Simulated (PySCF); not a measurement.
Vibration and rotation of P2

RHF-CCSD(T) constants of P2, ¹Σg⁺ (singlet), closed shell (PySCF, no relativity, basis sets P aug-pcseg-1; masses 30.9738 and 30.9738 u):

- ωe: 757.1 cm⁻¹
- ωexe: 2.9 cm⁻¹
- Be: 0.29288 cm⁻¹
- αe: 0.00145 cm⁻¹
- D (centrifugal): 1.75e-07 cm⁻¹
- De to P + P: 4.03 eV

Problem. Give the vibrational terms G(v) and spacings up to v = 6.

Solution. G(v) = ωe(v+½) − ωexe(v+½)².

```
v  G(v) (cm⁻¹)  G(v) − G(v−1)  Bv (cm⁻¹)
0        377.8                    0.2922
1       1129.1          751.3     0.2907
2       1874.6          745.5     0.2893
3       2614.3          739.7     0.2878
4       3348.2          733.9     0.2864
5       4076.3          728.1     0.2849
6       4798.6          722.3     0.2835
```

Problem. How well does the Morse estimate ωe²/(4ωexe) reproduce De, and what is D0?

Solution. It gives 6.13 eV, 152 % of the computed De. D0 = De − G(0) = 4.03 − 0.05 = 3.98 eV.

Measured values (Huber and Herzberg, Constants of Diatomic Molecules (1979)): ωe = 780.77 cm⁻¹, ωexe = 2.835 cm⁻¹, Be = 0.30362 cm⁻¹, αe = 0.00149 cm⁻¹.

Correlated steps freeze 10 core orbitals. Correlated levels converge slowly with the basis: in double zeta they bind strong bonds too weakly, by up to about 1 eV, and carry superposition errors of some tenths. Where the molecule has an RHF reference, its open-shell atoms are computed with UHF.
